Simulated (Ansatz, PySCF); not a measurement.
ethylene (C2H4), SMILES C=C.

Geometry: B3LYP-D3(BJ)/def2-TZVP.

Vertical ionisation energy (IE) and electron affinity (EA) in eV. Rows of orbital energies are one-electron estimates. Where ΔSCF, EOM or ADC give a negative EA the extra electron is unbound and the value depends on the basis.

| level | IE | EA |
|---|---|---|
| −ε(HOMO), −ε(LUMO), M06-2X/def2-TZVPD (PySCF) | 9.15 | -0.82 |
| −ε(HOMO), −ε(LUMO), B3LYP/def2-TZVPD (PySCF) | 7.68 | 0.22 |
| −ε(HOMO), −ε(LUMO), PBE/def2-TZVPD (PySCF) | 6.78 | 1.00 |
| ADC(2)/aug-cc-pVDZ (PySCF) | 10.16 | -0.89 |
| ΔSCF, PBE0/def2-TZVPD (Ansatz), final states of multiplicity 2 and 2 | 10.51 | -1.68 |
| ΔSCF, PBE/def2-TZVPD (Ansatz), final states of multiplicity 2 and 2 | 10.68 | -1.58 |

**Question.** What vertical singlet–triplet gap does ΔSCF give with PBE0/def2-TZVPD (Ansatz, a first-principles code) and with PBE/def2-TZVPD (Ansatz)? (An estimate is asked for; the answer gives what the named calculation found.)

**Answer.** 4.34 and 4.55 eV (triplet above singlet where positive).

**Question.** Give the lowest 1s main lines (those of the lightest heavy element) from CVS-ADC(2)-x/aug-cc-pVDZ (PySCF, non-relativistic), with pole strengths. (An estimate is asked for; the answer gives what the named calculation found.)

**Answer.** 291.8 eV (1.48), 291.8 eV (1.48).

**Question.** Beyond the first one, list the lowest photoelectron lines from PySCF 2.14.0 with ADC(2)/aug-cc-pVDZ with their pole strengths (two spins summed). (An estimate is asked for; the answer gives what the named calculation found.)

**Answer.** 12.53 eV (1.81), 14.31 eV (1.78), 15.72 eV (1.74), 19.20 eV (1.71).
